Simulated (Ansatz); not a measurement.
## Platinum (fcc) across density functionals

All rows: Ansatz, plane waves with scalar-relativistic PAW, 420 eV (500 eV for the SCAN forms), relaxed under each functional, no dispersion correction, no zero-point motion. B₀ comes from uniform scaling at fixed shape; a dash is a value not given.

The measured cell (COD entry 9008480) has a = 3.923 Å, 15.09 Å³/atom.

```json
{"functional": "PBE", "V (Å³/atom)": "15.66", "cell": "a = 3.972 Å", "B₀ (GPa)": "248", "magnetic state": "spin not included"}
{"functional": "r²SCAN", "V (Å³/atom)": "15.30", "cell": "a = 3.941 Å", "B₀ (GPa)": "271", "magnetic state": "spin not included"}
{"functional": "PBEsol", "V (Å³/atom)": "15.05", "cell": "a = 3.919 Å", "B₀ (GPa)": "287", "magnetic state": "spin not included"}
{"functional": "LDA", "V (Å³/atom)": "14.77", "cell": "a = 3.895 Å", "B₀ (GPa)": "306", "magnetic state": "spin not included"}
{"functional": "revPBE", "V (Å³/atom)": "15.85", "cell": "a = 3.988 Å", "B₀ (GPa)": "234", "magnetic state": "spin not included"}
{"functional": "RPBE", "V (Å³/atom)": "15.93", "cell": "a = 3.994 Å", "B₀ (GPa)": "229", "magnetic state": "spin not included"}
{"functional": "BLYP", "V (Å³/atom)": "16.65", "cell": "a = 4.053 Å", "B₀ (GPa)": "199", "magnetic state": "spin not included"}
```

LDA gives the smallest volume and BLYP the largest.
